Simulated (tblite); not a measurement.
Compound: C3H5FOS.
Geometry (GFN2-xTB, Å), atoms numbered from 1 in this order:
```xyz
11
C3H5FOS angstrom
C      1.9119    0.2494    0.0356
C      0.8189   -0.0993    0.6758
F      0.7321   -1.1696    1.4864
S     -0.7512    0.8535    0.6014
C     -1.6092   -0.4695   -0.3684
O     -0.4734    1.9394   -0.3321
H      1.8750    1.1298   -0.5810
H      2.8327   -0.3037    0.0947
H     -1.6183   -1.3769    0.2245
H     -1.0890   -0.6172   -1.3086
H     -2.6240   -0.1331   -0.5543
```

Computed with GFN2-xTB (tblite): harmonic, unscaled wavenumbers at the GFN2-xTB geometry, gas phase. Against measured fundamentals such values can be off by several per cent, at times by over 20. One conformer, not necessarily the lowest.

Harmonic wavenumbers (cm⁻¹): 64.1, 156.7, 164.4, 202.5, 301.8, 338.3, 399.7, 478.9, 606.0, 662.5, 719.1, 881.9, 889.0, 896.8, 913.2, 1123.8, 1146.8, 1283.0, 1342.2, 1432.2, 1449.1, 1705.9, 3054.0, 3065.5, 3076.0, 3112.1, 3152.8.

A = 4251, B = 2529, C = 1911 MHz; mass 108.005 u (most abundant isotopes); point group C1, symmetry number 1.

Q: Zero-point energy?

A: ½Σν̃ = 16309 cm⁻¹ = 46.63 kcal/mol.

Q: Entropy at 298.15 K, 1 bar (ideal gas, RRHO, classical rotation)?

A: Translation 39.97, rotation 27.15, vibration 17.67: S = 84.8 cal/(mol K).

Q: And Cp and H(298.15 K) − H(0)?

A: Cp = 27.33 cal/(mol K), of which vibrations give 19.38 (their classical limit is 27 R = 53.7); H(298.15 K) − H(0) = 5.28 kcal/mol without the zero-point energy, 2.91 from vibrations.

Q: Which modes carry the vibrational entropy at 298.15 K?

A: 64.1 cm⁻¹: 4.33; 156.7 cm⁻¹: 2.59; 164.4 cm⁻¹: 2.50; 202.5 cm⁻¹: 2.11; 301.8 cm⁻¹: 1.41; 338.3 cm⁻¹: 1.22 cal/(mol K); the other 21 give 3.52 together.

Q: How do the functions run with temperature in this model?

A: 
```csv
T (K),S (cal/(mol K)),Cp (cal/(mol K)),H − H(0) (kcal/mol),G − H(0) (kcal/mol),ln q(vib)
50,54.2,10.6,0.44,-2.27,0.20
100,62.8,14.6,1.07,-5.21,0.80
373.15,91.4,31.3,7.49,-26.61,5.21
500,101.3,36.8,11.82,-38.84,7.25
750,117.7,44.0,22.00,-66.30,11.02
1000,131.1,48.6,33.62,-97.46,14.42
```

q(vib) and H(0) count from the zero-point level.

Hindered rotation and anharmonicity are outside this model. Other conformers, if any are populated, would add a mixing term that is left out. The structure is chiral; the term R ln 2 for an equal mix with its mirror image is left out.

Run on one thread of an x86-64 server, no GPU, shared host. This covers the Hessian and the dipole derivatives.
